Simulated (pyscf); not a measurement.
Optimised with ωB97X-D3(BJ)/def2-SVP in PySCF.

Task: H₂O (SMILES O) + H₂N–Hf(OH)(OH)–OH (SMILES [NH2][Hf]([OH])([OH])[OH]) -> HO–Hf(OH)(OH)–OH (SMILES [OH][Hf]([OH])([OH])[OH]) + NH₃ (SMILES N)
Surface: singlet. Broken: H–O, Hf–N. Formed: Hf–O, H–N. Give ΔE‡ and ΔE from ωB97M-D3(BJ)/def2-TZVP, relative to the separated reactants.

Result: ΔE‡ = -8.1 kcal/mol, ΔE = -17.0 kcal/mol. Zero-point energy shifts the barrier by +0.7 kcal/mol. It is a four-centre exchange, with an imaginary mode of 885i cm⁻¹. On the reactant side the descent ends in an adduct with a Hf–O contact, 15.6 kcal/mol under the separated species and 5.3 kcal/mol under the saddle at ωB97X-D3(BJ)/def2-TZVP. On the product side the descent ends in an adduct with a Hf–N contact, 22.3 kcal/mol under the separated species and 28.3 kcal/mol under the saddle at ωB97X-D3(BJ)/def2-TZVP. At ωB97M-D3(BJ) the saddle lies under the separated reactants, which points to a path from their complex (located at ωB97X-D3(BJ) alone). What is counted as formed (Hf–O) is already present as a longer contact in the reactant adduct; forming that adduct is a step of its own. What is counted as broken (Hf–N) persists as a longer contact in the product adduct; parting that adduct is a step of its own. At ωB97X-D3(BJ)/def2-TZVP the barrier from the zero used here is -10.2 kcal/mol. One saddle was located; it need not be the lowest between these sides. Elements past Kr carry the def2 core potentials, without spin-orbit coupling.
